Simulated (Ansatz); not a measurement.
**ClF (triplet): wave-function methods side by side, def2-TZVPP**

An exercise on one series of results from a longer session: the logs are not shown, and one member is left open.

Program: Ansatz 0.2.0, Gaussian basis. Level of theory: def2-TZVPP, core rule «outside noble gas», up to 6 orbitals frozen. These are calculated values, not measurements.

Plan: UHF; ROHF; CCSD(T) on UHF.

2 further runs of the same task are left out: 2 set aside as unsound or not needed.

## The system

The geometry is a PBE0/def2-TZVP stationary point (not a proven minimum) of the parent state, kept for this charge and spin.

2 atoms, charge 0, spin multiplicity 3.

Atoms are counted from 1 here; the program's logs count them from 0.

Bond lengths: F1–Cl2 1.620 Å.

Coordinates:

| atom | x (Å) | y (Å) | z (Å) |
| --- | --- | --- | --- |
| F1 | 0.00000 | 0.00000 | 0.00000 |
| Cl2 | 0.00000 | 0.00000 | 1.61970 |

Set-up of the first run:

in.yaml

```yaml
crystal:
  periodic: [false, false, false]
  atoms:
    - {symbol: F, position_ang: [0.000000, 0.000000, 0.000000]}
    - {symbol: Cl, position_ang: [0.000000, 0.000000, 1.619700]}
basis:
  gaussian: {orbitals: def2-TZVPP}
magnetization: {spin_polarized: true, initial_magnetization: 2}
hamiltonian: {xc: hf}
output: {orbitals: {seedname: orbitals}}
```

The run is started by

```bash
$ ansatz run in.yaml --threads 1 --pin off --events-out ev --progress --plain --max-ram 2816MiB --backend cpu
```

Steps of the session up to this table: UHF; ROHF; CCSD(T) on UHF.

One of the session's tables, all rows but one given; the rest of the session is left out.

```
  method  from UCCSD(T) (meV)
    ROHF             +12910.6
     UHF                    ?
    UMP2              +1035.5
   UCCSD               +445.1
UCCSD(T)                    0
```

**Question.** Estimate the row for UHF.

The run gave: from UCCSD(T) (meV): +12572.8. In the column «from UCCSD(T) (meV)» it lies between UMP2 (+1035.5) and ROHF (+12910.6).
